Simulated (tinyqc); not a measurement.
Inside a calculation. Method: RHF in the sto-6g basis, for H2O, spin multiplicity 1. One step of it, computed by the program tinyqc.

Problem. Orthogonalisation. S = U s U^T; symmetric (Loewdin) form X = U s^(-1/2) U^T, so that X^T S X = 1.

overlap S, order 1O 1s, 1O 2s, 1O 2px, 1O 2py, 1O 2pz, 2H 1s, 3H 1s:
```
[[1.000000, 0.231145, 0.000000, 0.000000, 0.000000, 0.028371, 0.028371],
 [0.231145, 1.000000, 0.000000, 0.000000, 0.000000, 0.308918, 0.308918],
 [0.000000, 0.000000, 1.000000, 0.000000, 0.000000, 0.000000, 0.000000],
 [0.000000, 0.000000, 0.000000, 1.000000, 0.000000, 0.218150, -0.218150],
 [0.000000, 0.000000, 0.000000, 0.000000, 1.000000, 0.181944, 0.181944],
 [0.028371, 0.308918, 0.000000, 0.218150, 0.181944, 1.000000, 0.137027],
 [0.028371, 0.308918, 0.000000, -0.218150, 0.181944, 0.137027, 1.000000]]
```

Give: eigenvalues of S; X.

Solution.

eigenvalues of S: [0.5210, 0.6155, 0.8870, 1.0000, 1.1047, 1.2475, 1.6244]

X, order 1O 1s, 1O 2s, 1O 2px, 1O 2py, 1O 2pz, 2H 1s, 3H 1s:
```
[[1.0219, -0.1282, 0.0000, 0.0000, -0.0049, 0.0146, 0.0146],
 [-0.1282, 1.1020, 0.0000, 0.0000, 0.0467, -0.1678, -0.1678],
 [0.0000, 0.0000, 1.0000, 0.0000, 0.0000, 0.0000, 0.0000],
 [0.0000, 0.0000, 0.0000, 1.0439, 0.0000, -0.1309, 0.1309],
 [-0.0049, 0.0467, 0.0000, 0.0000, 1.0269, -0.0970, -0.0970],
 [0.0146, -0.1678, 0.0000, -0.1309, -0.0970, 1.0793, -0.0468],
 [0.0146, -0.1678, 0.0000, 0.1309, -0.0970, -0.0468, 1.0793]]
```
